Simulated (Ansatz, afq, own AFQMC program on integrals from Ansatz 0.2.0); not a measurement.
Atomization energy of SiN2H4, singlet

```xyz
7

N    -1.2262    0.3197   -0.3557
Si   -0.1815   -1.0549   -0.4306
N     1.2324   -0.4011    0.3175
H    -2.1686    0.2666   -0.7243
H    -1.0257    1.2390    0.0278
H     1.3698    0.5355    0.6870
H     2.0611   -0.9728    0.4326
```

Atoms in their ground-state spins without spin–orbit coupling (mostly on UHF) minus the molecule (RHF), without zero-point energy. The geometry is a stationary point, not shown to be a minimum.

Basis def2-TZVP. Noble-gas cores (and the filled d shells of Ga–Kr and In–Xe) are frozen. Ansatz 0.2.0 and our own AFQMC program on the same integrals; the CISD trial comes from CCSD amplitudes, and released means the phaseless constraint is let go. Error bars are statistical, one sigma. The errors of all members are added in quadrature.

No full CI on the walks' own integrals is used here. The released AFQMC energy serves as the reference, which it does only where one determinant dominates, the energy is flat over the last release times and near the phaseless one (40 meV or 2 meV an electron, half that with transition metals). On small molecules, where full CI could be run and the noise was under 10 meV, such values lay within 10 meV of it in 19 cases of 20, a flattering rate, since the rule was set on those same cases; what remains of the bias isn't in the error bar. Each member takes its own surest rung, up to full CI.

Errors are counted within def2-TZVP, not against nature.

Cautions: SiN₂H₄ (singlet): the released value is read at 1.50 1/Eh with a noise of 15 meV, more than in the cases checked (meV from the phaseless value at times in 1/Eh: -5 ± 9 at 0.24, 0 ± 9 at 0.51, -23 ± 14 at 0.99, -10 ± 15 at 1.50); other spins of the molecule weren't checked.

```
level  atomization energy (kcal/mol)
   HF                          375.2
  MP2                          549.1
```

(1) From these cheaper values, estimate the atomization energy at the reference level in def2-TZVP.

(1) 543.6 ± 0.3 kcal/mol (AFQMC with the constraint released in def2-TZVP).

```json
{"level": "CCSD", "atomization energy (kcal/mol)": "534.3", "error against released AFQMC (kcal/mol)": "-9.3 ± 0.3"}
{"level": "CCSD(T)", "atomization energy (kcal/mol)": "543.5", "error against released AFQMC (kcal/mol)": "-0.1 ± 0.3"}
{"level": "ph-AFQMC/HF", "atomization energy (kcal/mol)": "549.4 ± 1.0", "error against released AFQMC (kcal/mol)": "5.8 ± 1.0"}
{"level": "ph-AFQMC/CISD", "atomization energy (kcal/mol)": "543.7 ± 0.2", "error against released AFQMC (kcal/mol)": "0.0 ± 0.4"}
```

Correlation beyond CCSD(T) changes it by less than twice the noise. The perturbative (T) step is worth +9.2 kcal/mol.

Released energies are given only where the last usable release times agree within the noise; a slower fall can still hide under it.
